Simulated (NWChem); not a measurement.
## difluoromethane (CH2F2) in NWChem

```xyz
5

F      1.0958     0.0000     0.2872
C      0.0000     0.0000    -0.4910
F     -1.0958     0.0000     0.2872
H      0.0000    -0.9137    -1.1116
H      0.0000     0.9137    -1.1116
```
Charge 0, spin multiplicity 1.

All runs are NWChem calculations. The geometry was optimised at PBE0/def2-SVP, a minimum by its harmonic frequencies.

Symmetry labels belong to the abelian group C2v used in the runs, with the axes of the coordinates shown.

B3LYP has NWChem's definition, with VWN1-RPA local correlation.

### Question
List the lowest 4 singlet excitations that TD-B3LYP/def2-SVPD, VWN1-RPA local correlation gives, with oscillator strengths.

### Answer
```
state  symmetry  energy (eV)  wavelength (nm)      f
-----  --------  -----------  ---------------  -----
1            b2         9.03              137  0.034
2            a2         9.90              125  0.000
3            b2        10.35              120  0.021
4            a1        10.59              117  0.074
```
